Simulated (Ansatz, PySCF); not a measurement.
Species: chloroform, CHCl3 (charge 0, singlet). 
Geometry from a B3LYP-D3(BJ)/def2-TZVP (Ansatz, a program for electronic structure) optimisation:
```xyz
5

C     -0.0077     0.0005     0.4558
H     -0.0259     0.0016     1.5371
Cl     0.0149     1.6916    -0.0853
Cl     1.4596    -0.8576    -0.0583
Cl    -1.4702    -0.8343    -0.1077
```
Charge 0, spin multiplicity 1.


Property: enthalpy of formation at 298 K (from the atomisation energy, B3LYP-D3(BJ)/def2-TZVP harmonic zero-point and thermal terms from PySCF, and the atoms' enthalpies of formation in the G2/97 table; no spin-orbit terms, and no core term in the frozen-core levels), in kcal/mol. Cores are frozen in the correlated levels unless marked. Open shells are spin-unrestricted. Spin-orbit coupling is left out. Non-relativistic. The coupled-cluster limit lacks core correlation, which all-electron functionals hold. Basis-set limits of correlation are two-point, X^-3; Hartree-Fock from the larger set.

Measured: -24.7 kcal/mol (Active Thermochemical Tables 1.112 (ions: stationary electron), as tabulated in the package chemicals); it holds spin-orbit and relativistic effects, which these rows lack, and core correlation, which the frozen-core levels lack.

| level | program | enthalpy of formation at 298 K (kcal/mol) | error against measurement |
|---|---|---|---|
| PBE/def2-TZVPD | Ansatz | -40.7 | -16.0 |
| PBE0/def2-SVP | Ansatz | -27.1 | -2.4 |
| TPSSh/def2-TZVPD | PySCF | -22.7 | 2.0 |
| wB97X-V/def2-TZVPD | Ansatz | -26.4 | -1.7 |
| B2GP-PLYP/def2-TZVPD | Ansatz | -16.9 | 7.8 |
| MP2/cc-pV(T+d)Z | Ansatz | -27.6 | -2.9 |
| CCSD(T)/CBS(cc-pV(T+d)Z,cc-pV(Q+d)Z) | Ansatz | -25.7 | -1.0 |
